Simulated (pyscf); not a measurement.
Thermochemistry of product channels of HO–Al (SMILES [OH][Al]) [singlet] + H₂C=CH₂ (SMILES C=C) on the singlet surface, in kcal/mol, from CCSD(T)/def2-TZVPP + ΔMP2(QZVPP) energies (ideal gas, 1 atm, RRHO with modes under 100 cm⁻¹ raised to 100, one conformer, R ln 2 for chiral ones without a mode under 150 cm⁻¹). Optimised with ωB97X-D3(BJ)/def2-SVP in PySCF. MP2 and CC: frozen core, UHF for open shells. ΔMP2 is the change of the MP2 total energy from the triple- to the quadruple-zeta basis.

```json
[
 {"products": "C₂H₅AlO (SMILES [OH][Al]1[CH2][CH2]1)", "ΔE": "+7.6", "ΔH(298 K)": "+7.5", "ΔG(298 K)": "+17.3", "ΔG(600 K)": "+26.9"},
 {"products": "H₃C–CH₂–Al=O (SMILES C[CH2][Al]=[O])", "ΔE": "+7.5", "ΔH(298 K)": "+9.3", "ΔG(298 K)": "+18.8", "ΔG(600 K)": "+28.6"}
]
```

These are energies of the channels, which say nothing of barriers. cyclic C₂H₅AlO (SMILES [OH][Al]1[CH2][CH2]1) lies 23.2 kcal/mol over its isomer H₂C=CH–AlH–OH (electronic energy, ωB97M-D3(BJ)/def2-TZVP). H₃C–CH₂–Al=O lies 22.9 kcal/mol over its isomer H₂C=CH–AlH–OH (electronic energy, ωB97M-D3(BJ)/def2-TZVP). The CCSD(T) − MP2 part came from Ansatz, without density fitting, on the same reference.
